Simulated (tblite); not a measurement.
C5H8N (doublet state).
Atom-mapped SMILES: `[CH:1]#[C:2][CH:3][CH2:4][CH2:5][NH2:6]` (hydrogens: H7 on C1; H8 on C3; H9, H10 on C4; H11, H12 on C5; H13, H14 on N6)

Computed geometry: GFN2-xTB, gas phase. This method treats the open shell by occupation alone, without spin polarisation.

What internal coordinates does the optimisation give?

```
          bond  length (pm)
         C1≡C2        121.7
         C2–C3        136.2
         C3–C4        148.6
         C4–C5        155.3
         C5–N6        144.4
         C1–H7        104.8
         C3–H8        107.9
 C4–H9, C4–H10        109.4
C5–H11, C5–H12        109.3
N6–H13, N6–H14        101.5
```

Bonds in one row agree within 1 pm and their mean is given. A selection of angles:
```
     angle  degrees
  C2–C1–H7    178.9
  C1–C2–C3    178.8
  C2–C3–C4    122.0
  C2–C3–H8    118.4
  C4–C3–H8    119.5
  C3–C4–C5    112.1
  C3–C4–H9    110.2
  C5–C4–H9    106.7
 C5–C4–H10    109.5
 H9–C4–H10    108.2
  C4–C5–N6    115.1
 C4–C5–H11    108.7
 N6–C5–H11    107.8
H11–C5–H12    108.6
 C5–N6–H13    110.2
 C5–N6–H14    110.9
H13–N6–H14    108.1
```

Dihedral angles: C2–C3–C4–C5 55° (synclinal); C3–C4–C5–N6 63° (synclinal). The mirror-image conformer, all signs reversed, is as good.

N6 (nitrogen bonded to C and 2 H) is pyramidal (angles 110.9°, 110.2° and 108.1°, sum 329.2°, 0.37 Å off the plane of its three neighbours). Of the pairs four or more bonds apart, C2···H12 is among the closest relative to their van der Waals radii: 2.75 Å, 95 % of the sum of Bondi's values. C3 (carbon bonded to 2 C and H) is planar (angles 122.0°, 119.5° and 118.4°, sum 360.0°, 0.02 Å off the plane of its three neighbours). The C–C distances run from 1.217 Å (C1≡C2, drawn triple) to 1.553 Å (C4–C5, drawn single), a spread of 0.336 Å.

Point group: C1 (no symmetry element, even within 0.4 Å). Its lowest GFN2-xTB frequency is 16i cm⁻¹, too small to tell a flat minimum from a shallow saddle. Torsions: C2–C3–C4–C5 55°, C3–C4–C5–N6 63°, C4–C5–N6–H -62° and 58°. 3 starts were optimised and ended at 0.00, 1.02 and 1.75 kcal/mol (GFN2-xTB); the lowest of these is shown.
